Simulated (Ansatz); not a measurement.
Geometry optimisation, Ansatz 0.2.0, RKS PBE0/def2-SVP.

The input (input.yaml):

```yaml
crystal:
  periodic: [false, false, false]
  atoms:
    - { symbol: C, position_ang: [-0.68105, 0.3618, -0.33407] }
    - { symbol: C, position_ang: [0.08212, -0.6672, 0.56091] }
    - { symbol: "N", position_ang: [1.38471, -0.42874, 0.42288] }
    - { symbol: H, position_ang: [-1.36897, 0.94861, 0.29126] }
    - { symbol: H, position_ang: [-0.03704, 1.06873, -0.88806] }
    - { symbol: H, position_ang: [-1.29814, -0.17905, -1.06567] }
    - { symbol: H, position_ang: [0.14185, -1.50113, 1.26026] }
total_charge: -1
basis:
  gaussian: { orbitals: def2-SVP }
hamiltonian:
  xc: pbe0
relax:
  f_tol: 0.02
  max_steps: 50
output:
  orbitals: {}
```

Launched with:

```bash
$ ansatz run input.yaml --threads 1 --pin off --max-ram 2048MiB --backend cpu --events-out ev --progress --plain --runs-dir out
```

Question: Where does it end, and by what steps?

Answer: It converged. Limits of this set-up: an anion without diffuse functions, the dipole of an ion depends on the origin. After 6 steps the energy has fallen by 1.959 eV; H7 moved furthest, 0.49 Å.

| step | energy less start (eV) | largest force component (eV/Å) | accepted |
| --- | --- | --- | --- |
| 0 | 0.0000 | 7.251 | yes |
| 1 | -1.3300 | 5.092 | yes |
| 2 | -1.8187 | 1.123 | yes |
| 3 | -1.9390 | 0.674 | yes |
| 4 | -1.9451 | 0.381 | yes |
| 5 | -1.9582 | 0.194 | yes |
| 6 | -1.9585 | 0.017 | yes |

```xyz
7
Properties=species:S:1:pos:R:3
C -0.664 0.321 -0.299
C 0.357 -0.552 0.477
N 1.588 -0.461 0.462
H -1.367 0.846 0.383
H -0.105 1.067 -0.892
H -1.299 -0.287 -0.979
H -0.286 -1.331 1.095
```

Run time: 12 s on 1 thread of Arm Neoverse V1, on a shared host, peak memory 0.11 GiB.
